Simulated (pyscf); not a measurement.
A first-order saddle from PySCF, ωB97X-D3(BJ)/def2-SVP:

```xyz
10

C      0.5476     0.1960    -0.3663
O     -1.0675    -0.2496    -0.0420
C     -1.3117    -0.1142     1.3697
H      0.6590     1.2424    -0.0600
H      0.5953     0.0545    -1.4503
H      1.1888    -0.4968     0.1903
H     -2.1011    -0.6375    -0.5514
H     -2.3514    -0.4111     1.5613
H     -1.1677     0.9307     1.6903
H     -0.6357    -0.7682     1.9444
```
Charge 0, spin multiplicity 2.

Surface: doublet, charge 0. Lowest wavenumbers (cm⁻¹): 2004i, 119, 188, 245, 297.

Question: Name the species on either side of this saddle.

Answer: H₃C–O–CH₃ (SMILES COC) + H• (SMILES [H]) ⇌ CH₃• (SMILES [CH3]) + H₃C–OH (SMILES CO), a substitution at O read from left to right: C–O broken and H–O formed. At ωB97M-D3(BJ)/def2-TZVP it lies +28.4 kcal/mol from the left side and +49.0 kcal/mol from the right (each side as separated species at their lowest minima found). The same reactants have a lower exit, to •H₂C–O–CH₃ + H₂ (barrier +7.9 kcal/mol at ωB97M-D3(BJ)/def2-TZVP, against +28.4 kcal/mol here). H₃C–O–CH₃ lies 11.4 kcal/mol over its isomer H₃C–CH₂–OH (electronic energy, ωB97M-D3(BJ)/def2-TZVP). This is the saddle that the search found; another between the same sides may lie lower. The angle at the attacked O is 144°.
